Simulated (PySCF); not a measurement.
# Reproducing measurements on CS

**What was measured.**

NIST CCCBDB Release 22 (SRD 101), experimental dipoles lists, for the gas: dipole moment (microwave Stark effect, vibrational ground state) 1.958 ± 0.005 D.

From Liu, Meijer, Perez-Rios, Phys. Chem. Chem. Phys. 22 (2020) 24191, for the gas: dipole moment 1.958 D.

The results are set against them at the end.

CS.
Numbering: `[C-:1]#[S+:2]`

Structure used (PBE0-D3(BJ)/def2-SVP), in Å, numbered top down from 1:
```
atom  x, y, z in Å
C1     0.763   -0.001   -0.002
S2    -0.772    0.007   -0.012
```

Runs made with PySCF (gas phase, on this PBE0-D3(BJ)/def2-SVP geometry; no spin–orbit coupling):

```csv
level,job,basis functions,wall time
"PBE0-D3(BJ)/def2-SVP, grid level 1",geometry optimisation from a GFN2-xTB start,32,0.95 s
```

Hardware: one thread, Arm Neoverse V1 (aarch64), on a shared host.

Results beside the measurements:

**Dipole moment.** Measured: 1.958 D (NIST CCCBDB Release 22 (SRD 101), experimental dipoles) and 1.958 D (Liu, Meijer, Perez-Rios, Phys. Chem. Chem. Phys. 22 (2020) 24191). Differences are taken against the first.

| level | computed (D) | computed − measured (D) | % (from the printed values) |
| --- | --- | --- | --- |
| PBE0-D3(BJ)/def2-SVP | 1.799 | -0.159 | -8 |

The computed dipoles belong to one fixed geometry; measured ones are averaged over vibrations unless marked μe. Magnitudes are compared, not signs.

No measured geometry was used, and the causes of the misses weren't examined.
